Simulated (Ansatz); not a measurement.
**Two structures, one formula**

Two relaxed structures of CH₃SSi (charge +1), singlet (PBE0-D4/def2-TZVP; forces vanish, vibrations not checked).

A:

```csv
atom,x (Å),y (Å),z (Å)
Si1,-1.7982,0.4742,-0.3330
C2,-0.0956,-0.1209,0.1233
S3,1.1151,0.5257,1.0262
H4,-1.2279,0.8126,-1.6997
H5,0.0403,-1.1667,-0.1823
H6,1.9663,-0.5250,1.0656
```

B:

```
6
angstrom
Si -1.3644 0.2659 -0.2809
C 0.2180 -0.6289 -0.0483
S 0.4648 0.6958 0.8619
H -1.5173 1.0761 -1.4960
H 0.8860 -1.4671 -0.2249
H -2.5068 -0.1429 0.5464
```

Program: Ansatz 0.2.0. Basis: def2-TZVPP. Cores are frozen in the correlated methods. B3LYP uses VWN-RPA correlation.

**Question.** Which structure is lower at CCSD(T), and by how much? (Judge from chemistry; the value comes from the calculation.)

**Answer.** The calculation gives: B, by 30.67 kcal/mol (electronic energy, against the other). By their contacts, A is CH₃SSi ([SiH][CH][SH]), total charge +1 and B is CH₃SSi ([CH]1[SiH2][S]1), total charge +1.

All methods give the same order:

```tsv
method	E(B) − E(A) (kcal/mol)
PBE-D4	-25.22
r2SCAN-D4	-29.10
PBE0-D4	-28.72
B3LYP-D4	-24.69
wB97M-V	-28.69
HF	-29.83
MP2	-36.34
CCSD	-30.11
CCSD(T)	-30.67
```

No T1 diagnostic of these runs exceeds 0.024. The restricted Hartree–Fock reference is unstable towards an unrestricted one at one or more of these structures.

Labels in which every atom is bracketed show which atoms are joined, not bond orders.

For scale, one of the runs: CCSD(T)/def2-TZVPP, 157 basis functions, launched by `ansatz run in.yaml --threads 2 --pin off --events-out ev --progress --plain --max-ram 4352MiB`. Hardware: 2 CPU threads of an Intel Xeon Platinum 8559C, shared host. Wall time 13 s; peak host memory 1 GiB.
